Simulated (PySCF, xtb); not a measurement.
Ranking isomers of CH4AlO

4 gas-phase structures of CH4AlO, found in a search over its isomers (lower ones may exist). Each was relaxed with GFN2-xTB; where two conformers were screened, the lower at r2SCAN-D4/def2-SVP is listed:

A. `[CH3][Al][OH]`, a doublet
B. `C[O][AlH]`, a doublet
C. `[CH2][O][AlH2]`, a doublet
D. `[CH2][AlH][OH]`, a doublet

Problem. Which do you expect lowest at r2SCAN-D4/def2-SVP, and how would the others follow?

Solution. Calculated order at r2SCAN-D4/def2-SVP: A (0.000), D (0.678), B (0.809), C (1.349) eV.

Energies above the lowest of each column, in eV:

```tsv
structure	GFN2-xTB	HF/STO-3G	r2SCAN-D4/def2-SVP
A	0.053	0.378	0.000
D	0.628	0.078	0.678
B	0.000	0.555	0.809
C	0.384	0.000	1.349
```

r2SCAN-D4/def2-SVP puts A lowest; GFN2-xTB picks B, HF/STO-3G picks C. Flexible structures stand in one conformer each, not always the lowest. No reliable frequencies are at hand for these structures. Open shells are spin-unrestricted.

Over these structures GFN2-xTB departs from r2SCAN-D4/def2-SVP by 0.444 eV on average once a common shift is removed. A GFN2-xTB relaxation took about 0.058 s and the r2SCAN-D4/def2-SVP energy about 45 s on a shared host (PySCF 2.14.0, xtb 6.7.1).
